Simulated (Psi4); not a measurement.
propene (C$_{3}$H$_{6}$), singlet, geometry from GFN2-xTB; CAM-B3LYP/cc-pVDZ run with Psi4 1.11.

Psi4 was given this input:
```
memory 2 GB

molecule {
0 1
C     1.27989193    0.12352179    0.00919112
C     0.00825223    0.47486055    0.00924347
H     1.58086326   -0.91147352   -0.00926160
H     2.07459801    0.84971927    0.02748105
H    -0.26659719    1.52209281    0.02807201
C    -1.13573952   -0.48243353   -0.01537878
H    -0.78376375   -1.51090673   -0.03343425
H    -1.76443256   -0.33959044    0.86334919
H    -1.75509560   -0.30553422   -0.89454124
}

set {
  basis cc-pvdz
}

energy('cam-b3lyp')
print_variables()
```

Task: Write the output that Psi4 gives for this input, abridged.

Result: 
```
   => Loading Basis Set <=

    Name: CC-PVDZ
    Role: ORBITAL
    Keyword: BASIS

         ---------------------------------------------------------
                                   SCF
               by Justin Turney, Rob Parrish, Andy Simmonett
                          and Daniel G. A. Smith
                              RKS Reference
         ---------------------------------------------------------

  ==> Geometry <==

    Molecular point group: c1
    Full point group: C1

    Geometry (in Angstrom), charge = 0, multiplicity = 1:

       Center              X                  Y                   Z               Mass
    ------------   -----------------  -----------------  -----------------  -----------------
         C            1.258314326426     0.107105639292     0.008758474845    12.000000000000
         C           -0.013325373574     0.458444399292     0.008810824845    12.000000000000
         H            1.559285656426    -0.927889670708    -0.009694245155     1.007825032230
         H            2.053020406426     0.833303119292     0.027048404845     1.007825032230
         H           -0.288174793574     1.505676659292     0.027639364845     1.007825032230
         C           -1.157317123574    -0.498849680708    -0.015811425155    12.000000000000
         H           -0.805341353574    -1.527322880708    -0.033866895155     1.007825032230
         H           -1.786010163574    -0.356006590708     0.862916544845     1.007825032230
         H           -1.776673203574    -0.321950370708    -0.894973885155     1.007825032230

  Running in c1 symmetry.

  Rotational constants: A =      1.57118  B =      0.31579  C =      0.27637 [cm^-1]
  Rotational constants: A =  47102.70216  B =   9467.23259  C =   8285.49959 [MHz]
  Nuclear repulsion =   71.248574082993301

  Charge       = 0
  Multiplicity = 1
  Electrons    = 24
  Nalpha       = 12
  Nbeta        = 12

  ==> Algorithm <==

  SCF Algorithm Type is DF.
  DIIS enabled.
  MOM disabled.
  Fractional occupation disabled.
  Guess Type is SAD.
  Energy threshold   = 1.00e-06
  Density threshold  = 1.00e-06
  Integral threshold = 1.00e-12

  ==> Primary Basis <==

  Basis Set: CC-PVDZ
    Blend: CC-PVDZ
    Number of shells: 36
    Number of basis functions: 72
    Number of Cartesian functions: 75
    Spherical Harmonics?: true
    Max angular momentum: 2

  ==> DFT Potential <==

   => LibXC <=

    Version 7.1.2
    S. Lehtola, C. Steigemann, M. J. T. Oliveira, and M. A. L. Marques,  SoftwareX 7, 1–5 (2018) (10.1016/j.softx.2017.11.002)

   => Composite Functional: CAM-B3LYP <=

    CAM-B3LYP Hyb-GGA Exchange-Correlation Functional

    T. Yanai, D. P. Tew, and N. C. Handy,  Chem. Phys. Lett. 393, 51 (2004) (10.1016/j.cplett.2004.06.011)

    Deriv               =              1
    GGA                 =           TRUE
    Meta                =          FALSE

    Exchange Hybrid     =           TRUE
    MP2 Hybrid          =          FALSE

   => Exchange Functionals <=

    0.3500         Becke 88 [omega = 0.3300]
    0.4600   Short-range recipe for B88 functional - erf [omega = 0.3300]

   => Exact (HF) Exchange <=

    0.4600            HF,LR [omega = 0.3300]
    0.1900               HF

   => Correlation Functionals <=

    0.1900   Vosko, Wilk & Nusair (VWN5)
    0.8100   Lee, Yang & Parr

   => LibXC Density Thresholds  <==

    XC_HYB_GGA_XC_CAM_B3LYP:  1.00E-14

   => Molecular Quadrature <=

    Radial Scheme          =       TREUTLER
    Pruning Scheme         =           NONE
    Nuclear Scheme         =       TREUTLER

    Blocking Scheme        =         OCTREE
    BS radius alpha        =              1
    Pruning alpha          =              1
    Radial Points          =             75
    Spherical Points       =            302
    Total Points           =         193799
    Total Blocks           =           1492
    Max Points             =            256
    Max Functions          =             72
    Weights Tolerance      =       1.00E-15

   => Loading Basis Set <=

    Name: (CC-PVDZ AUX)
    Role: JKFIT
    Keyword: DF_BASIS_SCF

  ==> Integral Setup <==

  SCF_SUBTYPE=INCORE selected. In-core MEM_DF algorithm will be used.
  Using in-core AOs.

  ==> MemDFJK: Density-Fitted J/K Matrices <==

    J tasked:                   Yes
    K tasked:                   Yes
    wK tasked:                  Yes
    Omega:                3.300E-01
    Algorithm:                 Core
    Schwarz Cutoff:           1E-12
    Mask sparsity (%):       0.0000
    Fitting Condition:        1E-10

   => Auxiliary Basis Set <=

  Basis Set: (CC-PVDZ AUX)
    Blend: CC-PVDZ-JKFIT
    Number of shells: 126
    Number of basis functions: 348
    Number of Cartesian functions: 393
    Spherical Harmonics?: true
    Max angular momentum: 3

  Minimum eigenvalue in the overlap matrix is 3.0892534674E-03.
  Reciprocal condition number of the overlap matrix is 5.6931774853E-04.
    Using symmetric orthogonalization.

  ==> Pre-Iterations <==

  SCF Guess: Superposition of Atomic Densities via on-the-fly atomic UHF (no occupation information).

   -------------------------
    Irrep   Nso     Nmo
   -------------------------
     A         72      72
   -------------------------
    Total      72      72
   -------------------------

  ==> Iterations <==

                           Total Energy        Delta E     RMS |[F,P]|

   @DF-RKS iter SAD:  -117.20474469895906   -1.17205e+02   0.00000e+00
   @DF-RKS iter   1:  -117.62290574654617   -4.18161e-01   8.32801e-03 DIIS/ADIIS
   @DF-RKS iter   2:  -117.69745819839750   -7.45525e-02   6.81639e-03 DIIS/ADIIS
   @DF-RKS iter   3:  -117.82847610310304   -1.31018e-01   3.74400e-04 DIIS/ADIIS
   @DF-RKS iter   4:  -117.82867457927222   -1.98476e-04   2.88674e-04 DIIS/ADIIS
   @DF-RKS iter   5:  -117.82889084787571   -2.16269e-04   4.88449e-05 DIIS
   @DF-RKS iter   6:  -117.82889746890162   -6.62103e-06   5.41267e-06 DIIS
   @DF-RKS iter   7:  -117.82889759386032   -1.24959e-07   1.13765e-06 DIIS
   @DF-RKS iter   8:  -117.82889759831492   -4.45461e-09   4.32724e-07 DIIS
  Energy and wave function converged.

  ==> Post-Iterations <==

   Electrons on quadrature grid:
      Ntotal   =   23.9999750221 ; deviation = -2.498e-05

    Orbital Energies [Eh]
    ---------------------

    Doubly Occupied:

       1A    -10.258933     2A    -10.252250     3A    -10.244066
       4A     -0.870567     5A     -0.763741     6A     -0.625822
       7A     -0.535628     8A     -0.486624     9A     -0.480133
      10A     -0.434061    11A     -0.404383    12A     -0.315601

    Virtual:

      13A      0.076509    14A      0.119121    15A      0.144420
      16A      0.157191    17A      0.186045    18A      0.197092
      19A      0.210298    20A      0.303800    21A      0.408088
      22A      0.460915    23A      0.485621    24A      0.497949
      25A      0.562522    26A      0.581569    27A      0.620478
      28A      0.641795    29A      0.643986    30A      0.703905
      31A      0.710884    32A      0.720445    33A      0.746459
      34A      0.762072    35A      0.811393    36A      0.872376
      37A      0.958608    38A      1.054766    39A      1.084438
      40A      1.121004    41A      1.144924    42A      1.239116
      43A      1.276553    44A      1.426639    45A      1.488966
      46A      1.494968    47A      1.577136    48A      1.633440
      49A      1.646696    50A      1.688565    51A      1.702178
      52A      1.717217    53A      1.752233    54A      1.778173
      55A      1.781713    56A      1.876415    57A      1.882682
      58A      1.979451    59A      2.020184    60A      2.080377
      61A      2.169273    62A      2.197270    63A      2.289505
      64A      2.343300    65A      2.352562    66A      2.416798
      67A      2.514862    68A      2.573148    69A      2.575590
      70A      2.666562    71A      2.831630    72A      3.115134

    Final Occupation by Irrep:
              A
    DOCC [    12 ]
    NA   [    12 ]
    NB   [    12 ]

  @DF-RKS Final Energy:  -117.82889759831492

   => Energetics <=

    Nuclear Repulsion Energy =             71.2485740829933007
    One-Electron Energy =                -297.8334614850801927
    Two-Electron Energy =                 121.9717067604071872
    DFT Exchange-Correlation Energy =     -13.2157169566352088
    Empirical Dispersion Energy =           0.0000000000000000
    VV10 Nonlocal Energy =                  0.0000000000000000
    Total Energy =                       -117.8288975983149243

Computation Completed

Properties will be evaluated at   0.000000,   0.000000,   0.000000 [a0]

Properties computed using the SCF density matrix

 Multipole Moments:

 ------------------------------------------------------------------------------------
     Multipole            Electronic (a.u.)      Nuclear  (a.u.)        Total (a.u.)
 ------------------------------------------------------------------------------------

 L = 1.  Multiply by 2.5417464519 to convert [e a0] to [Debye]
 Dipole X            :          0.8222376           -0.9786182           -0.1563806
 Dipole Y            :          0.7408860           -0.7445286           -0.0036426
 Dipole Z            :          0.0187207           -0.0196219           -0.0009012
 Magnitude           :                                                    0.1564256

 ------------------------------------------------------------------------------------

  Variable Map:
  ----------------------------------------------------------------------------
  "CURRENT ENERGY"              =>    -117.828897598315
  "CURRENT REFERENCE ENERGY"    =>    -117.828897598315
  "DD SOLVATION ENERGY"         =>       0.000000000000
  "DFT FUNCTIONAL TOTAL ENERGY" =>    -117.828897598315
  "DFT TOTAL ENERGY"            =>    -117.828897598315
  "DFT VV10 ENERGY"             =>       0.000000000000
  "DFT XC ENERGY"               =>     -13.215716956635
  "GRID ELECTRONS ALPHA"        =>      11.999987511050
  "GRID ELECTRONS BETA"         =>      11.999987511050
  "GRID ELECTRONS TOTAL"        =>      23.999975022100
  "NUCLEAR REPULSION ENERGY"    =>      71.248574082993
  "ONE-ELECTRON ENERGY"         =>    -297.833461485080
  "PCM POLARIZATION ENERGY"     =>       0.000000000000
  "PE ENERGY"                   =>       0.000000000000
  "SCF ITERATION ENERGY"        =>    -117.828897598315
  "SCF ITERATIONS"              =>       8.000000000000
  "SCF TOTAL ENERGY"            =>    -117.828897598315
  "TWO-ELECTRON ENERGY"         =>     121.971706760407
  "XC GRID RADIAL POINTS"       =>      75.000000000000
  "XC GRID SPHERICAL POINTS"    =>     302.000000000000
  "XC GRID TOTAL POINTS"        =>  193799.000000000000

  Array Variable Map:
  ----------------------------------------------------------------------------
  "CURRENT DIPOLE"              =>      -0.156380631554 ... -0.000901175918 1 by 3
  "SCF DIPOLE"                  =>      -0.156380631554 ... -0.000901175918 1 by 3
  "SCF TOTAL ENERGIES"          =>    -117.204744698959 ... -117.828897598315 1 by 9
```
